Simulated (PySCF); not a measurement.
Gas-phase XPS of ethyl isothiocyanate, computed

Species: ethyl isothiocyanate, C₃H₅NS.
SMILES with atom numbers: `[CH3:1][CH2:2][N:3]=[C:4]=[S:5]`

Cartesian coordinates in Å at the PBE0-D3(BJ)/def2-SVP level; atoms count from 1:
```xyz
10
C3H5NS angstrom
C     -1.2295   -0.2312    0.3830
C     -0.1188    0.7868    0.1730
N      1.1567    0.1906    0.0617
C      2.0268   -0.6133    0.0223
S      3.2352   -1.6371   -0.0406
H     -2.1975    0.2831    0.4723
H     -1.2852   -0.9310   -0.4634
H     -1.0594   -0.8124    1.3010
H     -0.3080    1.3794   -0.7386
H     -0.0956    1.5084    1.0077
```

The calculation used PySCF, delta-SCF UKS SCAN, pcX-2 on the ionised atom, pcseg-1 elsewhere, spin-free X2C. Each binding energy is the total energy of the core-ionised species, with the hole localised on one atom, minus that of the ground state; both are solved self-consistently, so orbital relaxation is included.

Q: Give the core binding energies atom by atom.

A: 
```
atom(s)                            bonded to  level  binding energy (eV)  above the level's lowest (eV)  count
     C1                            C and 3 H   C 1s               291.27                           0.00      1
     C2                         N, C and 2 H   C 1s               292.90                          +1.63      1
     C4  N (double bond) and S (double bond)   C 1s               293.04                          +1.77      1
     N3                C (double bond) and C   N 1s               405.52                           0.00      1
     S5                      C (double bond)   S 1s              2476.73                           0.00      1
```

Lowest listed C 1s: C1, bonded to C and 3 H. Highest, 1.77 eV above it: C4, bonded to N (double bond) and S (double bond). The widest gap between neighbouring values is 1.63 eV, between 291.27 and 292.90 eV.

Q: Which effective nuclear charge Zeff reproduces each element's mean 1s value in the hydrogen-like formula E = 13.606 eV × Zeff²?

A: C (Z = 6): mean 292.4 eV, Zeff = 4.64, Z − Zeff = 1.36; N (Z = 7): mean 405.5 eV, Zeff = 5.46, Z − Zeff = 1.54; S (Z = 16): mean 2476.7 eV, Zeff = 13.49, Z − Zeff = 2.51. Means run over the listed sites, weighted by atom count.

Not every level is listed. Geometry: PBE0-D3(BJ)/def2-SVP, one conformer, isolated molecule.
